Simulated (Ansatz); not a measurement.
Write a Python script for Ansatz's Python interface that makes a geometry optimisation of C3H6O2, SMILES OCC1CO1. Settings: PBE0, def2-SVP basis, multiplicity 1.

```xyz
11

O    -1.1215    0.6789    1.6123
C    -0.6693   -0.3545    0.8195
C     0.5126    0.1069    0.0706
C     0.8567   -0.2460   -1.3606
O     0.2726    1.0231   -0.9961
H    -1.2688    1.4912    0.9857
H    -0.3876   -1.1750    1.4963
H    -1.4201   -0.6720    0.1384
H     1.3917    0.3306    0.7719
H     1.8065   -0.2992   -1.6900
H     0.0926   -0.9408   -1.8273
```

Script `opt.py`:
```python
"""Minimum-energy structure of C3H6O2."""

import ansatz
from ase import Atoms
import numpy as np

atoms = Atoms(["O", "C", "C", "C", "O", "H", "H", "H", "H", "H", "H"], positions=[
    (-1.1215, 0.6789, 1.6123),
    (-0.6693, -0.3545, 0.8195),
    (0.5126, 0.1069, 0.0706),
    (0.8567, -0.246, -1.3606),
    (0.2726, 1.0231, -0.9961),
    (-1.2688, 1.4912, 0.9857),
    (-0.3876, -1.175, 1.4963),
    (-1.4201, -0.672, 0.1384),
    (1.3917, 0.3306, 0.7719),
    (1.8065, -0.2992, -1.69),
    (0.0926, -0.9408, -1.8273),
])
system = ansatz.Crystal.molecule_from_ase(atoms)

job = system.calculation()
job = job.basis(gaussian="def2-SVP")
job = job.functional("pbe0")
symbols = [site.symbol for site in system.cartesian_sites]
start = np.array([site.position_ang for site in system.cartesian_sites], dtype=float)
def progress(event):
    if event["event"] == "relax_step":
        row = event["data"]
        print(f"step {row['step']:3d}  E = {row['lagrangian_ev']:.6f} eV  max force {row['allowed_force_max_ev_ang']:.4f} eV/A")


summary = job.relax(force_tolerance=0.02).session().plan().execute(on_event=progress).report
end = np.array(summary["positions_ang"])

print("reference energy %16.6f eV" % summary["reference_energy_ev"])
print("total energy     %16.6f eV" % summary["free_energy_ev"])
print("occupied (up, down):", summary["n_occupied"], " virtual:", summary["n_virtual"], " frozen:", summary["n_frozen"])

print("bond        before    after (A)")
for i, j in [(0, 1), (0, 5), (1, 2), (1, 6), (1, 7), (2, 3), (2, 4), (2, 8), (3, 4), (3, 9), (3, 10)]:
    d0, d1 = (np.linalg.norm(xyz[i] - xyz[j]) for xyz in (start, end))
    print(f"{symbols[i]}{i}-{symbols[j]}{j}".ljust(10), f"{d0:8.4f} {d1:8.4f}")

charges = summary["charge_distribution"]
print("dipole moment", round(4.803205 * float(np.linalg.norm(charges["dipole_moment_e_ang"])), 3), "D")
print("Mulliken:", [(s, round(q, 3)) for s, q in zip(symbols, charges["mulliken_charges_e"])])
```

```console
$ python opt.py
step   1  E = -7287.256737 eV  max force 6.2242 eV/A
step   2  E = -7287.749168 eV  max force 1.8020 eV/A
step   3  E = -7287.803822 eV  max force 0.3050 eV/A
step   4  E = -7287.807333 eV  max force 0.1032 eV/A
step   5  E = -7287.807956 eV  max force 0.0254 eV/A
step   6  E = -7287.808002 eV  max force 0.0053 eV/A
reference energy     -7287.808024 eV
total energy         -7287.808024 eV
occupied (up, down): [20, 20]  virtual: [80, 80]  frozen: 0
bond        before    after (A)
O0-C1        1.3787   1.3991
O0-H5        1.0364   0.9647
C1-C2        1.4733   1.5021
C1-H6        1.1003   1.1021
C1-H7        1.0623   1.1090
C2-C3        1.5137   1.4620
C2-O4        1.4265   1.4191
C2-H8        1.1466   1.0998
C3-O4        1.4438   1.4096
C3-H9        1.0067   1.0975
C3-H10       1.1333   1.0983
dipole moment 1.903 D
Mulliken: [('O', -0.338), ('C', 0.261), ('C', -0.093), ('C', 0.128), ('O', -0.352), ('H', 0.179), ('H', 0.038), ('H', 0.01), ('H', 0.058), ('H', 0.058), ('H', 0.051)]
```

Total energies depend on the basis set; only differences at equal settings carry meaning. The end point is the stationary point reached from this start; no frequency run checks that it is a minimum, and the basis set is modest. Wall time of the script: 26 s on 1 thread of Intel(R) Xeon(R) 6975P-C (Granite Rapids) (shared host), peak memory 0.28 GiB.

(Lines on the test bed's own set-up are left out of the output.)
